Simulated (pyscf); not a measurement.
H₃Si–O–AsH₂ (SMILES [SiH3]O[AsH2]) + H₂ (SMILES [H][H]) -> AsH₃ (SMILES [AsH3]) + HO–SiH₃ (SMILES O[SiH3]) (four-centre exchange; singlet surface; As–O, H–H broken, As–H, H–O formed). PySCF, gas phase, ωB97X-D3(BJ)/def2-SVP geometries. Energies in kcal/mol from the separated reactants.

| level | barrier | reaction energy |
|---|---|---|
| ωB97X-D3(BJ)/def2-TZVP | [?] | -7.0 |
| PBE/def2-TZVP | 41.9 | -10.4 |
| B3LYP-D3(BJ)/def2-TZVP | 48.4 | -8.2 |
| PBE0-D3(BJ)/def2-TZVP | [?] | [?] |
| ωB97M-D3(BJ)/def2-TZVP | 49.9 | -9.9 |
| HF/def2-TZVP | 68.7 | -12.5 |

Some entries are withheld; supply them.


- ωB97X-D3(BJ)/def2-TZVP, barrier: 52.2
- PBE0-D3(BJ)/def2-TZVP, barrier: 45.9
- PBE0-D3(BJ)/def2-TZVP, reaction energy: -10.6

The functionals in the table span 10.4 kcal/mol in this barrier, from PBE to ωB97X-D3(BJ)/def2-TZVP. H₃Si–O–AsH₂ lies 10.7 kcal/mol over its isomer HO–SiH₂–AsH₂ (electronic energy, ωB97M-D3(BJ)/def2-TZVP). One saddle was located; it need not be the lowest between these sides. Elements up to Kr have no core potential and no relativistic terms here.
